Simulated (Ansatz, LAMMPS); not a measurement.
# Cohesive energy of fcc Ag: levels of theory against measurement

Reference value: 2.97 ± 0.008 eV/atom (measured, from 0 K enthalpies of formation; zero-point vibration energy (9/8 kB θD) added; as tabulated in Csonka et al. (2009), arXiv:0903.4037).

Question: What do MEAM library.meam-Ag, PBE, PBE-D4, r²SCAN+rVV10, B3LYP (VWN-RPA form) give, and how far is each from the reference?

Answer: 
```json
[
 {"level (code)": "MEAM library.meam-Ag (LAMMPS)", "value (eV/atom)": "2.85", "cell (Å³/atom)": "16.98", "error (eV/atom)": "-0.12"},
 {"level (code)": "PBE (Ansatz)", "value (eV/atom)": "2.53", "cell (Å³/atom)": "17.83", "error (eV/atom)": "-0.44"},
 {"level (code)": "PBE-D4 (Ansatz)", "value (eV/atom)": "3.09", "cell (Å³/atom)": "17.00", "error (eV/atom)": "+0.12"},
 {"level (code)": "r²SCAN+rVV10 (Ansatz)", "value (eV/atom)": "3.17", "cell (Å³/atom)": "16.93", "error (eV/atom)": "+0.20"},
 {"level (code)": "B3LYP (VWN-RPA form) (Ansatz)", "value (eV/atom)": "1.94", "cell (Å³/atom)": "18.93", "error (eV/atom)": "-1.03"}
]
```

Once the reference is moved by up to 0.03 eV/atom (a margin picked here for doubts on the reference and the settings) and values within 0.03 eV/atom count as equal, the nearest can be PBE-D4 (+0.12 eV/atom) or MEAM library.meam-Ag (-0.12 eV/atom). Among them B3LYP (VWN-RPA form) (-1.03 eV/atom) misses by most. Within 0.5 eV/atom: MEAM library.meam-Ag, PBE, PBE-D4, r²SCAN+rVV10.

Free atoms are spin-polarised, in the lowest state found; at levels without +SOC their spin–orbit coupling is left out.  B3LYP (VWN-RPA form): the cell is over a tenth larger than the published one: the level's own overestimate first of all, though another phase or state, or a fault of the published cell, is possible. Each level is taken at its own relaxed cell. Cutoffs and k meshes differ between the levels. Ansatz's density-functional and Hartree–Fock values are scalar-relativistic unless marked +SOC, with PAW data made under PBE.

Empirical potentials (MEAM library.meam-Ag) are fitted to chosen data: where that held the value shown, agreement is built in, and what lay outside the fit can be far off.

Differences are worked out from the printed values.

Ansatz is a program for electronic structure.
